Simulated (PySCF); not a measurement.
A first-order proton ENDOR spectrum was simulated from computed couplings for a radical in fast tumbling at B = 3360.8 mT (W band).

Class means under 0.5 MHz are left out. Line positions in MHz: 82.81, 123.44, 139.87, 141.03, 142.26, 143.92, 145.16, 146.32, 162.75, 203.38.

Task: What is the proton Larmor frequency at this field?

Result: νH = 5.58569 × 7.62259 MHz/T × 3.3608 T = 143.09 MHz.

Task: Pair the lines and read off the couplings.

Result: For S = 1/2 in fast tumbling each set of equivalent nuclei gives two lines, ν± = |νn ± a/2| to first order, with νn = g_N μN B/h and μN/h = 7.62259 MHz/T. A pair with |a| < 2νn is centred on νn and split by |a|; one with |a| > 2νn is centred on |a|/2 and split by 2νn.

```csv
lower line,upper line,centred on,|a| (MHz)
82.81,203.38,νn,120.56
123.44,162.75,νn,39.31
139.87,146.32,νn,6.45
141.03,145.16,νn,4.12
142.26,143.92,νn,1.66
```

C4H7OS (doublet state).
Structure used (GFN2-xTB), in Å, numbered top down from 1:
```
atom  x, y, z in Å
C1    -1.5481   -0.4618    0.0974
C2    -0.1529   -0.2780   -0.5093
C3     0.9415   -0.9488    0.2332
S4     1.5054    0.4946    1.0704
O5     2.9257    0.7807    0.8789
C6     0.4204    1.1308   -0.3197
H7    -1.5495   -0.1407    1.1362
H8    -2.2783    0.1249   -0.4553
H9    -1.8410   -1.5080    0.0568
H10   -0.1999   -0.5851   -1.5629
H11    1.0166   -1.9809    0.5191
H12   -0.2821    1.9020   -0.0179
H13    1.0380    1.4706   -1.1446
```

As a line formula: `C[C@@H]1[CH][S@@](=O)C1` [radical].

Task: This is the radical. Which protons give which coupling, and how does each split the EPR lines?

Result: 120.6 MHz (computed sign +): H10, β, 2 bonds from C3, a 1:1 doublet of 4.302 mT; 39.3 MHz (computed sign −): H11, α, 1 bond from C3, a 1:1 doublet of 1.403 mT; 6.4 MHz (computed sign −): H13, γ, 3 bonds from C3, a 1:1 doublet of 0.230 mT; 4.1 MHz (computed sign −): H12, γ, 3 bonds from C3, a 1:1 doublet of 0.147 mT; 1.7 MHz (computed sign +): H7/H8/H9, γ, 3 bonds from C3, a 1:3:3:1 quartet of 0.059 mT. To first order the positions of ENDOR lines don't depend on how many nuclei share a coupling.

Computed with UKS B3LYP, pcH-1 on C H O S, non-relativistic, mean-field spin-orbit, GIAO in PySCF. Geometry: GFN2-xTB, one conformer, isolated molecule. A GFN2-xTB geometry isn't a minimum of the functional, and hyperfine couplings can be far from their values at a DFT geometry. No stability test was run, so a lower SCF solution isn't excluded.

Means are taken over nuclei equivalent by connectivity, which assumes that they swap fast. The three 1H nuclei of mean +1.7 MHz run from -3.6 to 10.4 MHz in the frozen geometry.

Largest spin populations (Mulliken): C3 (+0.91) and C2 (-0.07). C3 is the only atom above +0.15. The angles at C3 add up to 354.0°, so it is slightly pyramidal.
